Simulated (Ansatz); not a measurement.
# AlH3S, SMILES [AlH2][SH]: a test of scalar relativity

Computed with Ansatz 0.2.0 through its Python package.

Notebook, run cell by cell (the value of a cell's last expression is shown):

**Cell 1**
```python
from dataclasses import dataclass

import ansatz
import numpy as np
```

**Cell 2**
```python
@dataclass
class Options:
    xc: str = "PBE"
    dispersion: str = "d4"


cfg = Options()
```

**Cell 3**
```python
GEOMETRY = """
Al   -0.58020    0.06810   -0.18410
S     1.19150    0.37730    1.12320
H    -1.75290   -0.99390    0.15160
H    -0.74440    1.04000   -1.49380
H     1.93600   -0.56510    0.36160
"""
```

**Cell 4**
```python
molecule = ansatz.Crystal.molecule()
for line in GEOMETRY.strip().splitlines():
    symbol, *xyz = line.split()
    molecule = molecule.atom(symbol, [float(v) for v in xyz])
```

**Cell 5**
```python
model = molecule.calculation().functional(cfg.xc, dispersion=cfg.dispersion).forces()
sets = {"none": "cc-pVTZ", "scalar": "cc-pVTZ-DK"}
found = {kind: model.basis(gaussian=basis).pseudopotentials(relativity=kind).run().report for kind, basis in sets.items()}
for kind, each in found.items():
    dipole = 4.803205 * np.linalg.norm(each["charge_distribution"]["dipole_moment_e_ang"])
    print(f"{kind:7s} E = {each['free_energy_ev']:.4f} eV  dipole {dipole:.3f} D  largest force component {np.abs(each['forces_ev_ang']).max():.4f} eV/A")
print(f"relativity lowers the total energy by {found['none']['free_energy_ev'] - found['scalar']['free_energy_ev']:.3f} eV")
```
Output:
```text
none    E = -17473.6724 eV  dipole 0.936 D  largest force component 0.9101 eV/A
scalar  E = -17515.3818 eV  dipole 0.922 D  largest force component 0.9026 eV/A
relativity lowers the total energy by 41.709 eV
```

The total moves by -41.7 eV, nearly all in the cores, and the dipole from 0.94 to 0.92 D.

Notes:
- Total energies depend on the basis set; only differences at equal settings carry meaning.
- The geometry is a force-field or estimated start, not a minimum of this method. The basis set changes with the Hamiltonian (a set recontracted for scalar relativity), and most of the change in the total lies in the cores.
- Wall time of the script: 3.1 s on 1 thread of Arm Neoverse V2, on a shared host, peak memory 0.19 GiB.
